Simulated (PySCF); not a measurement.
**How exact exchange moves a shielding**

Molecule: SMILES BS[SiH3], BH$_{5}$SSi.

Numbering as in the mapped SMILES `[BH2:1][S:2][SiH3:3]` (H(Xn): hydrogen on atom n).

GIAO shieldings (ppm, equivalent atoms averaged) in PySCF 2.14 on the PBE0-D3(BJ)/def2-SVP geometry, basis pcSseg-2, gas phase, non-relativistic:

```csv
functional,exact exchange (%),σ(B1),σ(S2),σ(Si3)
BLYP,0,15.7,443.9,363.1
BP86,0,18.9,460.3,373.4
PBE,0,17.3,460.5,375.4
B3LYP,20,20.0,477.7,375.5
mPW1PW91,25,23.4,502.9,388.9
BHandHLYP,50,27.1,524.3,394.3
HF,100,42.4,600.1,429.9
```

**Question.** Fit each shielding as a line in the percentage of exact exchange.

**Answer.** σ(B1) = 16.7 + 0.25 x (rms 1.4 ppm); σ(S2) = 455.4 + 1.45 x (rms 7.2 ppm); σ(Si3) = 369.6 + 0.58 x (rms 4.9 ppm). The functionals also differ in their semilocal parts, which the line can't hold; Hartree–Fock has no correlation at all.

**Question.** What does the line predict for PBE0 (25 %), and what does the run give?

**Answer.** σ(B1): 22.9 predicted, 22.9 computed; σ(S2): 491.6 predicted, 503.3 computed; σ(Si3): 384.1 predicted, 390.4 computed ppm.
